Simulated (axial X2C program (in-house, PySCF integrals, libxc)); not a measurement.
## PH⁺: from the spin-free to the two-component result

Computed with an in-house all-electron X2C program for linear molecules (integrals from PySCF). Spin-free means the one-electron spin-free X2C Hamiltonian; two-component (2c) means X2C with spin–orbit coupling and atomic mean-field two-electron Coulomb and Gaunt terms, so the difference of the two also holds small scalar two-electron terms. Basis: P dyall-v3z [8s7p2d1f], H dyall-v3z [6s2p1d] (cores contracted in-house); Gaussian nuclei, density fitting, unrestricted open shells. Masses: P 30.974 u, H 1.008 u.

Spin-free state: M_S = 1/2, Λ = 1 (beyond evenly filled blocks: π+α); fragments P+ + H.

| level | Re (Å) | ωe (cm⁻¹) | De (eV) | μ (D) |
| --- | --- | --- | --- | --- |
| PBE0 | 1.438 | 2359.8 | 3.359 | 0.91 |
| HF | 1.415 | 2522.0 | 2.363 | 0.95 |
| MP2 | 1.423 | 2446.6 | 3.200 | n/a |
| CCSD | 1.429 | 2388.8 | 3.364 | n/a |
| CCSD(T) | 1.431 | 2372.7 | 3.393 | n/a |
| r2SCAN | 1.439 | 2346.0 | 3.213 | 0.91 |

Correlated methods: 5 electrons correlated (number of frozen shells: P 2 s, 1 p; H none), 101 virtual spin orbitals or spinors in MP2, 67 natural virtuals in coupled cluster.

Dipoles are positive if H is the positive end and refer to the centre of mass.

Problem. Within this multiplet, which Ω should lie lowest by the rule for regular and inverted multiplets?

Solution. The open π shell holds one electron, so the multiplet is regular: Ω = Λ − 1/2 = 1/2. The PBE0 2c search agrees, though Ω = 3/2 of the search lies only 0.04 eV higher.

Two-component determinant lowest at the distance of the search:

Ω = 1/2 (⟨Sz⟩ = -0.50, ⟨Lz⟩ = 1.00 at HF); fragments P+ + H.

```csv
level,Re (Å),ωe (cm⁻¹),De (eV),μ (D)
PBE0,1.438,2359.3,3.377,0.91
HF,1.415,2521.4,2.378,0.95
MP2,1.423,2446.1,3.226,n/a
CCSD,1.430,2388.3,3.382,n/a
CCSD(T),1.432,2372.1,3.411,n/a
r2SCAN,1.439,2345.5,3.231,0.91
```

Problem. From the two tables, how do the constants change at the CCSD(T) level (2c against spin-free)?

Solution. At the CCSD(T) level Re is unchanged within 0.001 Å and ωe drops by 0.6 cm⁻¹; De is not compared, since the atomic limits differ or miss part of their spin–orbit lowering.

Occupations by symmetry block were frozen at the best pattern of an incomplete PBE0 search. Dissociation energies refer to the lowest single-determinant-based atoms at the same level and basis. Density functionals use the spin component along the axis (collinear). CCSD and (T) use frozen natural virtuals with an MP2 correction for the truncation; (T) itself is uncorrected, so its De runs slightly low. The 2c atoms are single determinants rather than J levels; their spin–orbit lowering is only partly caught, and De is too large by that part. This holds for PBE0, MP2, CCSD, CCSD(T), r2SCAN. The functionals have no current-density term, which raises determinants with orbital currents, atoms included.
